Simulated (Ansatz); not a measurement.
A run of Ansatz (development build ahead of 0.2.0) on singlet C₄H₈ at this shape:

```xyz
12

C     0.0000    0.0000   -1.4592
C     0.0000    0.0000   -0.1210
C     0.0000    1.2706    0.6772
C     0.0000   -1.2706    0.6772
H     0.0000   -0.9333   -2.0296
H     0.0000    0.9333   -2.0296
H     0.0000    2.1616    0.0339
H    -0.8834    1.3209    1.3367
H     0.8834    1.3209    1.3367
H     0.0000   -2.1616    0.0339
H     0.8834   -1.3209    1.3367
H    -0.8834   -1.3209    1.3367
```

Its results:

- Converged: yes
- Reference energy: -156.16870 hartree
- Correlation energy: -0.66306 hartree
- Total energy: -156.83176 hartree
- Spin squared of the determinant: 0.000

Problem. Which input gives this output? Name the method, the orbitals and the basis set, and write the input.

Solution. RHF-MP2 in def2-TZVP. An unrestricted run that stays on the closed shell gives the same numbers.

```yaml
crystal:
  periodic: [false, false, false]
  atoms:
    - { symbol: C, position_ang: [0.0, 0.0, -1.45919] }
    - { symbol: C, position_ang: [0.0, 0.0, -0.12098] }
    - { symbol: C, position_ang: [0.0, 1.27056, 0.67715] }
    - { symbol: C, position_ang: [0.0, -1.27056, 0.67715] }
    - { symbol: H, position_ang: [0.0, -0.93334, -2.02958] }
    - { symbol: H, position_ang: [0.0, 0.93334, -2.02958] }
    - { symbol: H, position_ang: [0.0, 2.16165, 0.03391] }
    - { symbol: H, position_ang: [-0.88342, 1.32091, 1.33666] }
    - { symbol: H, position_ang: [0.88342, 1.32091, 1.33666] }
    - { symbol: H, position_ang: [0.0, -2.16165, 0.03391] }
    - { symbol: H, position_ang: [0.88342, -1.32091, 1.33666] }
    - { symbol: H, position_ang: [-0.88342, -1.32091, 1.33666] }
basis:
  gaussian: { orbitals: def2-TZVP }
hamiltonian:
  xc: hf
correlation:
  method: mp2
  frozen_orbitals: { C: 1, H: 0 }
```
